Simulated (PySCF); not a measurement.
Atoms are numbered as in `[F:1][C@@H:2]1[O:3][C@@H:4]1[F:5]` (H(Xn): hydrogen on atom n).

[PySCF: geometry from GFN2-xTB; GIAO PBE0/pcSseg-1 shieldings; rapidly exchanging positions averaged; no solvent model; relativity neglected; a single conformation]

Referencing at the same level of theory: TMS for 13C and 1H; CFCl3 for 19F; 17O against H2O.

```csv
atoms,nucleus,count,δ (ppm)
C2/C4,13C,2,88.0
F1/F5,19F,2,?
H(C2)/H(C4),1H,2,5.11
O3,17O,1,?
```

Fill in the missing shifts.

Answers


- F1/F5: -192.9 ppm, fluorine on an sp3 carbon
- O3: 114.6 ppm, ether oxygen

Shifts are as computed. Against solution values, carbons near 30 ppm lie about +3 ppm off and those near 130 ppm about +5 ppm (rms about the fit 2.1 ppm; single classes can miss by 10 ppm). Of 1328 compounds with measured shifts, 309 miss one by over three times the rms of a fit or turn the order of signals round; such compounds aren't used in these exercises. Signals without a measured value on file couldn't be tested in this way; 1H shifts scatter by 0.2 ppm about their fit, and single ones miss by 0.5 ppm. Unscaled 19F shifts against computed CFCl3 carry errors that often reach 10 to 50 ppm. Experimental scales use liquid or dissolved standards, which lie at an offset from isolated H2O (liquid H2O: subtract about 36 ppm).
